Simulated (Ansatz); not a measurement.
Run this with the Ansatz DFT code, driven from Python and show what comes out.

The script, `c2h5o.py`:
```python
# -*- coding: utf-8 -*-
'''Molecular dynamics of one C2H5O molecule.'''

import ansatz
import numpy as np

GEOMETRY = '''
C    -0.43720    0.74170   -0.29520
C     0.18740   -0.51340   -0.09010
O     0.72980   -0.75460    1.11170
H    -1.46340    0.63440   -0.56200
H    -0.01040    1.31570   -1.15200
H    -0.43860    1.43400    0.58370
H     0.30450   -1.29800   -0.81480
H     1.22010   -1.61700    1.16270
'''

mol = ansatz.Crystal.molecule()
for line in GEOMETRY.strip().splitlines():
    symbol, *xyz = line.split()
    mol = mol.atom(symbol, [float(v) for v in xyz])

calculation = (
    mol.calculation()
    .basis(gaussian='6-31G')
    .functional('PBE')
    .spin('collinear', total=1)
    .md('nve', timestep=0.5, steps=30, temperature=300, initial_velocities='maxwell_boltzmann', seed=68)
)
frames = []
calculation.session().plan().execute(on_event=lambda e: frames.append(e['data']) if e['event'] == 'md_step' else None)
print('t (fs)   E_pot (eV)      E_kin (eV)   T (K)   d(0-1) (A)')
for f in frames[::1]:
    xyz = np.array(f['positions_ang'])
    print(f'{f["time_fs"]:6.2f} {f["lagrangian_ev"]:14.5f} {f["e_kin_ev"]:10.5f} {f["temperature_k"]:8.1f} {np.linalg.norm(xyz[0] - xyz[1]):9.4f}')
kept = np.array([f['conserved_ev'] for f in frames])
print(f'conserved energy moves by at most {1000 * np.ptp(kept):.3f} meV')
symbols = [site.symbol for site in mol.cartesian_sites]
with open('last_frame.xyz', 'w') as handle:
    handle.write(f'{len(symbols)}\nt = {frames[-1]["time_fs"]} fs\n')
    handle.writelines('{:2s} {:10.5f} {:10.5f} {:10.5f}\n'.format(s, *xyz) for s, xyz in zip(symbols, frames[-1]['positions_ang']))
```

```console
$ python c2h5o.py
t (fs)   E_pot (eV)      E_kin (eV)   T (K)   d(0-1) (A)
  0.00    -4193.99593    0.23267    300.0    1.4169
  0.50    -4193.98651    0.22326    287.9    1.4143
  1.00    -4193.98368    0.22029    284.0    1.4125
  1.50    -4193.98538    0.22180    286.0    1.4116
  2.00    -4193.98869    0.22496    290.1    1.4116
  2.50    -4193.99124    0.22746    293.3    1.4126
  3.00    -4193.99203    0.22829    294.4    1.4147
  3.50    -4193.99148    0.22784    293.8    1.4178
  4.00    -4193.99095    0.22741    293.2    1.4219
  4.50    -4193.99211    0.22868    294.9    1.4269
  5.00    -4193.99647    0.23310    300.6    1.4327
  5.50    -4194.00500    0.24165    311.6    1.4392
  6.00    -4194.01796    0.25457    328.2    1.4463
  6.50    -4194.03477    0.27129    349.8    1.4539
  7.00    -4194.05400    0.29039    374.4    1.4617
  7.50    -4194.07346    0.30968    399.3    1.4696
  8.00    -4194.09049    0.32653    421.0    1.4776
  8.50    -4194.10242    0.33833    436.2    1.4854
  9.00    -4194.10733    0.34320    442.5    1.4929
  9.50    -4194.10476    0.34071    439.3    1.5000
 10.00    -4194.09629    0.33245    428.7    1.5067
 10.50    -4194.08535    0.32178    414.9    1.5128
 11.00    -4194.07602    0.31264    403.1    1.5184
 11.50    -4194.07113    0.30775    396.8    1.5233
 12.00    -4194.07075    0.30719    396.1    1.5276
 12.50    -4194.07216    0.30836    397.6    1.5314
 13.00    -4194.07136    0.30735    396.3    1.5346
 13.50    -4194.06500    0.30093    388.0    1.5373
 14.00    -4194.05176    0.28775    371.0    1.5395
 14.50    -4194.03246    0.26861    346.3    1.5414
 15.00    -4194.00945    0.24581    316.9    1.5429
conserved energy moves by at most 0.875 meV
```

`last_frame.xyz`, as written:
```text
8
t = 15.0 fs
C    -0.48229    0.80460   -0.33512
C     0.15927   -0.58629   -0.15010
O     0.76903   -0.75957    1.18933
H    -1.60184    0.84448   -0.55574
H     0.06777    1.39345   -1.13207
H    -0.31074    1.24057    0.66662
H     0.40169   -1.22573   -1.03656
H     1.30500   -1.58579    1.23385
```

The settings weren't tested for convergence. The trajectory is only some femtoseconds long, so its temperature is not equilibrated; where the script doesn't relax first, it starts from a rough generated geometry. The species is open-shell (spin multiplicity 2). The temperature counts the internal degrees of freedom alone. It ran for 60 s on 1 thread of Intel(R) Xeon(R) Platinum 8259CL CPU @ 2.50GHz (Skylake/Cascade Lake), on a shared host, peak memory 0.18 GiB.

(A comment or docstring line of the script was reworded after the run, the code is as it ran; lines on the test bed's own set-up are left out of the output.)
